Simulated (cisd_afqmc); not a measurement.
Input (AFQMC/CISD/cc-pV(D+d)Z; cisd_afqmc is a phaseless AFQMC code with CISD trial states that reads the integrals written by Ansatz): A basis named .json is the Basis Set Exchange file of that set.

Ansatz 0.2 input:
```python
import cisd_afqmc

open("ham.yaml", "w").write("""\
crystal:
  periodic: [false, false, false]
  atoms:
    - {symbol: Si, position_ang: [-0.04116040, 0.00557533, -0.09268216]}
    - {symbol: H, position_ang: [0.36192716, 1.44513905, 0.31573958]}
    - {symbol: H, position_ang: [-1.19203177, 0.18280433, 0.92992068]}
    - {symbol: H, position_ang: [1.48015456, -0.22183166, -0.28114553]}
    - {symbol: H, position_ang: [-0.07380436, -1.48416638, 0.33303557]}
basis:
  gaussian:
    orbitals: cc-pV_D+d_Z.json
magnetization: {spin_polarized: true, initial_magnetization: 2}
correlation: {method: ccsd, electrons: outside_noble_gas, hamiltonian_folder: ham}
""")
rep = cisd_afqmc.ansatz("ham.yaml")
e_ccsd = rep["correlation"]["coupled_cluster"]["energy"]["hartree"]
out = cisd_afqmc.run("ham", e_ccsd, trial="CISD", walkers=200, populations=8, threads=8, dt=0.005, steps=40, early=24, settle=10, least=32,
    cut=5e-5, rank_cut=2e-4, target=0.0004, seconds=1500, seed=1, memory=17280, gpu=False)
```

Output:

```
orbitals 38, occupied [5, 3], factors 198 of 426, rank of the doubles 118 of 270
E(HF) = -291.077984
E(CCSD) on the cut factors = -291.223690, shift to the whole factors -0.000015
Energy of the trial state on the determinant = -291.223590
  tau behind 7.2 of longer steps, mean of the populations' last blocks
   2.0  -291.22825
   4.0  -291.22855
   6.0  -291.22857
   8.0  -291.22811
blocks 263 (1 outliers left out), error by blocks joined: 1: 0.00006, 2: 0.00008, 4: 0.00009, 8: 0.00011, 16: 0.00015
E(AFQMC/CISD) = -291.22842 +/- 0.00015
```

The determinant is spin-contaminated: <S^2> is 2.04, 0.04 over the pure value.

This triplet is an excited state, 4.7 eV above the singlet at CCSD(T)/cc-pV(5+d)Z (Ansatz).

The two halves of the walk average -291.22873 and -291.22812 Eh, farther apart than the printed bar allows, so the bar may be too narrow.
